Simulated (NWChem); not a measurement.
fluorine (F2) in NWChem

```xyz
2

F      0.0000     0.0000     0.6882
F      0.0000     0.0000    -0.6882
```
Charge 0, spin multiplicity 1.

The numbers come from NWChem runs, not from measurements. The geometry was optimised at PBE0/def2-SVP, a minimum by its harmonic frequencies.

Symmetry labels belong to the abelian group D2h used in the runs, with the axes of the coordinates shown; states degenerate in a higher group split over its labels.

Q: List the lowest 6 singlet excitations that TD-PBE/def2-SVPD gives, with oscillator strengths.

A: 
```
state  symmetry  energy (eV)  wavelength (nm)      f
-----  --------  -----------  ---------------  -----
1           b2u         4.73              262  0.000
2           b3u         4.73              262  0.000
3           b3g         8.39              148  0.000
4           b2g         8.39              148  0.000
5           b3g        11.76              105  0.000
6           b2g        11.76              105  0.000
```
